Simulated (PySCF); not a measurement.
# Electronic absorption of 2-fluoropropane

2-fluoropropane, C3H7F.
SMILES: `CC(C)F`

Computed with PySCF 2.14.0, density-fitted response routines, TDDFT PBE0/def2-SVPD, vertical, gas phase, core orbitals frozen in the response. Geometry: GFN2-xTB; no solvent, vibrations or thermal averaging.

```tsv
state	E (eV)	λ (nm)	f	symmetry	main configurations (H = HOMO, L = LUMO)
S1	8.82	140.6	0.0071	A′	H→L (96%)
S2	8.90	139.3	0.034	A″	H-1→L (98%)
S3	9.72	127.6	0.137	A′	H→L+2 (93%)
S4	9.76	127.1	0.020	A″	H→L+1 (84%), H-1→L+2 (13%)
S5	9.80	126.5	0.0063	A″	H-1→L+2 (81%), H→L+1 (12%)
S6	9.92	125.0	0.0038	A′	H-1→L+1 (97%)
```

Triplets (Tamm–Dancoff): T1 8.53 eV, H→L (87%), H→L+2 (10%); T2 8.72 eV, H-1→L (96%).

The lowest singlet lies at 8.82 eV (141 nm, vacuum ultraviolet) and is weak; its leading configuration is HOMO→LUMO (96%). The strongest level in the table is S3 at 9.72 eV (128 nm, f = 0.137). Löwdin shares by element: HOMO carbon 34% or more, fluorine 31%, hydrogen 15% or more (atoms not listed hold the other 20%); LUMO carbon 51%, hydrogen 10% or more (atoms not listed hold the other 39%). The oscillator strengths of these states sum to 0.209; summed over the whole spectrum of an exact calculation they would give the number of electrons, 34 (Thomas–Reiche–Kuhn). Weighted by f, the mean energy of these states is 9.57 eV. Of the 6 states listed, 3 reach f = 0.01 and none stays under 0.0005. Symmetry labels in Cs follow from the direction of the transition dipole and are given only for states with f of 0.002 or more. Only the lowest 6 singlets were computed, as vertical energies without vibronic structure.

Without π bonds the low states are Rydberg-like; a valence basis with one diffuse set may place them up to an eV too high.
